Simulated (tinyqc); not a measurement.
Worked calculation: RHF in the sto-3g basis, for H2F+, spin multiplicity 1. One step of it, computed by the program tinyqc.

Question. Iteration 1: building the Fock matrix. J_ij = sum D_kl (ij|kl), K_ij = sum D_kl (ik|jl); F = H + J - 0.5 K; E = tr D H + tr D J / 2 - 0.25 tr D K + E_nn.

D at the start, order 1F 1s, 1F 2s, 1F 2px, 1F 2py, 1F 2pz, 2H 1s, 3H 1s:
$$\begin{pmatrix}
1.955039 & -0.453991 & 0.000000 & -0.000465 & 0.012959 & -0.011968 & -0.012158 \\
-0.453991 & 1.918771 & 0.000000 & 0.003075 & -0.071743 & 0.036946 & 0.035748 \\
0.000000 & 0.000000 & 1.484531 & 0.000000 & 0.000000 & 0.000000 & 0.000000 \\
-0.000465 & 0.003075 & 0.000000 & 1.334058 & 0.001912 & 0.147715 & -0.147013 \\
0.012959 & -0.071743 & 0.000000 & 0.001912 & 1.427683 & 0.074165 & 0.073693 \\
-0.011968 & 0.036946 & 0.000000 & 0.147715 & 0.074165 & 0.916554 & 0.048092 \\
-0.012158 & 0.035748 & 0.000000 & -0.147013 & 0.073693 & 0.048092 & 0.917670
\end{pmatrix}$$

core Hamiltonian H = T + V (hartree), order 1F 1s, 1F 2s, 1F 2px, 1F 2py, 1F 2pz, 2H 1s, 3H 1s:
$$\begin{pmatrix}
-41.023329 & -9.627258 & 0.000000 & 0.000507 & -0.012603 & -1.382862 & -1.481856 \\
-9.627258 & -11.498986 & 0.000000 & 0.005826 & -0.154902 & -3.214794 & -3.389673 \\
0.000000 & 0.000000 & -9.141736 & 0.000000 & 0.000000 & 0.000000 & 0.000000 \\
0.000507 & 0.005826 & 0.000000 & -9.253432 & 0.002706 & -1.813781 & 1.894450 \\
-0.012603 & -0.154902 & 0.000000 & 0.002706 & -9.192573 & -1.263614 & -1.319025 \\
-1.382862 & -3.214794 & 0.000000 & -1.813781 & -1.263614 & -5.097076 & -1.180673 \\
-1.481856 & -3.389673 & 0.000000 & 1.894450 & -1.319025 & -1.180673 & -5.203941
\end{pmatrix}$$

Two-electron integrals (ij|kl) in chemists' order, unique and non-zero (hartree):
```
(11|11) 5.403501    (21|11) 0.841920    (21|21) 0.156299    (22|11) 1.268028
(22|21) 0.292344    (22|22) 0.926167    (31|31) 0.027998    (32|31) 0.043169
(32|32) 0.204588    (33|11) 1.264502    (33|21) 0.292403    (33|22) 0.925959
(33|33) 0.997514    (41|41) 0.027998    (42|41) 0.043169    (42|42) 0.204588
(43|43) 0.053770    (44|11) 1.264502    (44|21) 0.292403    (44|22) 0.925959
(44|33) 0.889973    (44|44) 0.997514    (51|51) 0.027998    (52|51) 0.043169
(52|52) 0.204588    (53|53) 0.053770    (54|54) 0.053770    (55|11) 1.264502
(55|21) 0.292403    (55|22) 0.925959    (55|33) 0.889973    (55|44) 0.889973
(55|55) 0.997514    (61|11) 0.121575    (61|21) 0.022386    (61|22) 0.041630
(61|33) 0.041565    (61|41) 0.000760    (61|42) 0.001429    (61|44) 0.041703
(61|51) 0.000513    (61|52) 0.000964    (61|54) 0.000093    (61|55) 0.041628
(61|61) 0.003239    (62|11) 0.315710    (62|21) 0.073798    (62|22) 0.261762
(62|33) 0.257884    (62|41) 0.004175    (62|42) 0.032914    (62|44) 0.265701
(62|51) 0.002816    (62|52) 0.022201    (62|54) 0.005273    (62|55) 0.261441
(62|61) 0.010732    (62|62) 0.091961    (63|31) 0.007631    (63|32) 0.045573
(63|43) 0.006886    (63|53) 0.004645    (63|63) 0.013469    (64|11) 0.180859
(64|21) 0.042810    (64|22) 0.162530    (64|33) 0.155635    (64|41) 0.009745
(64|42) 0.064894    (64|44) 0.174030    (64|51) 0.001426    (64|52) 0.013032
(64|54) 0.007763    (64|55) 0.157739    (64|61) 0.006480    (64|62) 0.070060
(64|64) 0.066449    (65|11) 0.121993    (65|21) 0.028876    (65|22) 0.109630
(65|33) 0.104979    (65|41) 0.001426    (65|42) 0.013032    (65|44) 0.108098
(65|51) 0.008593    (65|52) 0.054364    (65|54) 0.008990    (65|55) 0.115688
(65|61) 0.004371    (65|62) 0.047257    (65|64) 0.035736    (65|65) 0.037574
(66|11) 0.480768    (66|21) 0.114217    (66|22) 0.467804    (66|33) 0.452140
(66|41) 0.007898    (66|42) 0.088256    (66|44) 0.484085    (66|51) 0.005327
(66|52) 0.059530    (66|54) 0.021547    (66|55) 0.466674    (66|61) 0.016704
(66|62) 0.213376    (66|64) 0.189038    (66|65) 0.127511    (66|66) 0.774606
(71|11) 0.130360    (71|21) 0.024000    (71|22) 0.044618    (71|33) 0.044549
(71|41) -0.000817   (71|42) -0.001533   (71|44) 0.044695    (71|51) 0.000551
(71|52) 0.001034    (71|54) -0.000099   (71|55) 0.044616    (71|61) 0.003426
(71|62) 0.011178    (71|64) 0.006214    (71|65) 0.004557    (71|66) 0.017269
(71|71) 0.003723    (72|11) 0.333572    (72|21) 0.077953    (72|22) 0.275926
(72|33) 0.271868    (72|41) -0.004409   (72|42) -0.034545   (72|44) 0.280048
(72|51) 0.002975    (72|52) 0.023309    (72|54) -0.005520   (72|55) 0.275592
(72|61) 0.011017    (72|62) 0.078491    (72|64) 0.041291    (72|65) 0.039050
(72|66) 0.147508    (72|71) 0.012149    (72|72) 0.101594    (73|31) 0.008119
(73|32) 0.048264    (73|43) -0.007255   (73|53) 0.004895    (73|63) 0.011140
(73|73) 0.014985    (74|11) -0.189387   (74|21) -0.044822   (74|22) -0.169823
(74|33) -0.162583   (74|41) 0.010334    (74|42) 0.068399    (74|44) -0.181913
(74|51) -0.001495   (74|52) -0.013586   (74|54) 0.008147    (74|55) -0.164777
(74|61) -0.006067   (74|62) -0.040779   (74|64) -0.010684   (74|65) -0.019898
(74|66) -0.069685   (74|71) -0.007276   (74|72) -0.076691   (74|74) 0.072442
(75|11) 0.127787    (75|21) 0.030243    (75|22) 0.114586    (75|33) 0.109702
(75|41) -0.001495   (75|42) -0.013586   (75|44) 0.112953    (75|51) 0.009127
(75|52) 0.057431    (75|54) -0.009449   (75|55) 0.120972    (75|61) 0.004456
(75|62) 0.038815    (75|64) 0.020013    (75|65) 0.030222    (75|66) 0.080395
(75|71) 0.004909    (75|72) 0.051747    (75|74) -0.038768   (75|75) 0.041144
(76|11) 0.107230    (76|21) 0.025320    (76|22) 0.098349    (76|33) 0.096488
(76|41) 0.000012    (76|42) 0.000146    (76|44) 0.098381    (76|51) 0.001515
(76|52) 0.014581    (76|54) 0.000032    (76|55) 0.100074    (76|61) 0.003644
(76|62) 0.034738    (76|64) 0.023247    (76|65) 0.020386    (76|66) 0.087419
(76|71) 0.003905    (76|72) 0.036326    (76|74) -0.023938   (76|75) 0.021154
(76|76) 0.016494    (77|11) 0.492592    (77|21) 0.117001    (77|22) 0.477918
(77|33) 0.461708    (77|41) -0.008220   (77|42) -0.090967   (77|44) 0.494754
(77|51) 0.005546    (77|52) 0.061379    (77|54) -0.022298   (77|55) 0.476753
(77|61) 0.016504    (77|62) 0.142854    (77|64) 0.068215    (77|65) 0.078431
(77|66) 0.298551    (77|71) 0.018346    (77|72) 0.226767    (77|74) -0.198971
(77|75) 0.134254    (77|76) 0.087419    (77|77) 0.774606
```

nuclear repulsion = 9.28593088 hartree

Give: Coulomb J; exchange K; Fock matrix F; total energy of this density.

Answer.

Coulomb J (hartree), order 1F 1s, 1F 2s, 1F 2px, 1F 2py, 1F 2pz, 2H 1s, 3H 1s:
$$\begin{pmatrix}
18.6922 & 3.5656 & 0.0000 & -0.0002 & 0.0085 & 0.5111 & 0.5479 \\
3.5656 & 8.9675 & 0.0000 & -0.0024 & 0.1117 & 2.5474 & 2.6854 \\
0.0000 & 0.0000 & 8.9314 & 0.0000 & 0.0000 & 0.0000 & 0.0000 \\
-0.0002 & -0.0024 & 0.0000 & 8.9882 & -0.0007 & 1.5905 & -1.6624 \\
0.0085 & 0.1117 & 0.0000 & -0.0007 & 8.9578 & 1.1037 & 1.1535 \\
0.5111 & 2.5474 & 0.0000 & 1.5905 & 1.1037 & 4.8343 & 0.9776 \\
0.5479 & 2.6854 & 0.0000 & -1.6624 & 1.1535 & 0.9776 & 4.9195
\end{pmatrix}$$

exchange K (hartree), order 1F 1s, 1F 2s, 1F 2px, 1F 2py, 1F 2pz, 2H 1s, 3H 1s:
$$\begin{pmatrix}
10.2230 & 1.7682 & 0.0000 & -0.0007 & 0.0090 & 0.2828 & 0.3025 \\
1.7682 & 2.9331 & 0.0000 & -0.0053 & 0.0803 & 1.0089 & 1.0602 \\
0.0000 & 0.0000 & 2.0766 & 0.0000 & 0.0000 & 0.0000 & 0.0000 \\
-0.0007 & -0.0053 & 0.0000 & 2.1382 & -0.0022 & 0.5418 & -0.5664 \\
0.0090 & 0.0803 & 0.0000 & -0.0022 & 2.1070 & 0.4020 & 0.4176 \\
0.2828 & 1.0089 & 0.0000 & 0.5418 & 0.4020 & 1.1514 & 0.3768 \\
0.3025 & 1.0602 & 0.0000 & -0.5664 & 0.4176 & 0.3768 & 1.1880
\end{pmatrix}$$

Fock matrix F (hartree), order 1F 1s, 1F 2s, 1F 2px, 1F 2py, 1F 2pz, 2H 1s, 3H 1s:
$$\begin{pmatrix}
-27.4426 & -6.9458 & 0.0000 & 0.0006 & -0.0086 & -1.0132 & -1.0852 \\
-6.9458 & -3.9980 & 0.0000 & 0.0061 & -0.0834 & -1.1718 & -1.2343 \\
0.0000 & 0.0000 & -1.2486 & 0.0000 & 0.0000 & 0.0000 & 0.0000 \\
0.0006 & 0.0061 & 0.0000 & -1.3343 & 0.0031 & -0.4942 & 0.5153 \\
-0.0086 & -0.0834 & 0.0000 & 0.0031 & -1.2883 & -0.3609 & -0.3743 \\
-1.0132 & -1.1718 & 0.0000 & -0.4942 & -0.3609 & -0.8385 & -0.3914 \\
-1.0852 & -1.2343 & 0.0000 & 0.5153 & -0.3743 & -0.3914 & -0.8784
\end{pmatrix}$$

total energy of this density = -94.018559 hartree

This density is the starting one; it is not idempotent, so its energy is not variational and may lie below the converged one.
